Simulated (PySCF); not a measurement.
Bonds (- single, = double, # triple, : aromatic): F1-C2 1.337 Å, C2-Cl3 1.771 Å, C2-Cl4 1.771 Å, C2-Cl5 1.771 Å.

Geometry: GFN2-xTB; GIAO absolute shieldings from PySCF 2.14.0 with density-fitted response routines, gas phase, non-relativistic, averaged over equivalent atoms.

At KT3/aug-pcSseg-1 (151 basis functions, 9.2 s wall time on 1 thread of an Intel Xeon, shared host):
```tsv
atoms	σ (ppm)
F1	138.7
C2	37.6
Cl3/Cl4/Cl5	361.1
```

**Question.** What do these become at BLYP/aug-pcSseg-1?

**Answer.** 
| atoms | σ at BLYP/aug-pcSseg-1 | change |
| --- | --- | --- |
| F1 | 133.3 | -5.4 |
| C2 | 17.6 | -20.0 |
| Cl3/Cl4/Cl5 | 300.7 | -60.4 |

The largest change is at Cl3/Cl4/Cl5 (chlorine bonded to C). Cost: 151 basis functions, 8.8 s wall time on 1 thread of an Intel Xeon, shared host.

Carbons that carry Cl, above all several Cl atoms, come out too deshielded, partly because spin–orbit coupling is missing.
